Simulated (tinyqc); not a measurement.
Worked calculation: MP2 on RHF in the sto-6g basis, for H2O, spin multiplicity 1. One step of it, computed by the program tinyqc.

Task: Orthogonalisation. S = U s U^T; canonical form X = U s^(-1/2), so that X^T S X = 1. Each column of U has its largest component positive (the first on a tie).

overlap S, lower triangle:
```
           1O 1s     1O 2s    1O 2px     1O 2py    1O 2pz     2H 1s     3H 1s
1O 1s   1.000000
1O 2s   0.231145  1.000000
1O 2px  0.000000  0.000000  1.000000
1O 2py  0.000000  0.000000  0.000000   1.000000
1O 2pz  0.000000  0.000000  0.000000   0.000000  1.000000
2H 1s   0.057271  0.486177  0.000000   0.325962  0.227709  1.000000
3H 1s   0.057271  0.486177  0.000000  -0.325962  0.227709  0.240330  1.000000
```

Give: eigenvalues of S; X.

Result:

eigenvalues of S: 0.3334  0.4035  0.8925  1.0000  1.0830  1.3562  1.9315

X:
```
              1        2        3       4        5        6       7
1O 1s   -0.2900   0.0000   0.7661  0.0000  -0.6105   0.0000  0.1519
1O 2s    1.2149   0.0000  -0.2816  0.0000  -0.2792   0.0000  0.4274
1O 2px   0.0000   0.0000   0.0000  1.0000   0.0000   0.0000  0.0000
1O 2py   0.0000   0.9627   0.0000  0.0000   0.0000   0.6795  0.0000
1O 2pz   0.5219   0.0000   0.6393  0.0000   0.6658   0.0000  0.1825
2H 1s   -0.7640  -0.8809  -0.1510  0.0000   0.1213   0.3713  0.3733
3H 1s   -0.7640   0.8809  -0.1510  0.0000   0.1213  -0.3713  0.3733
```
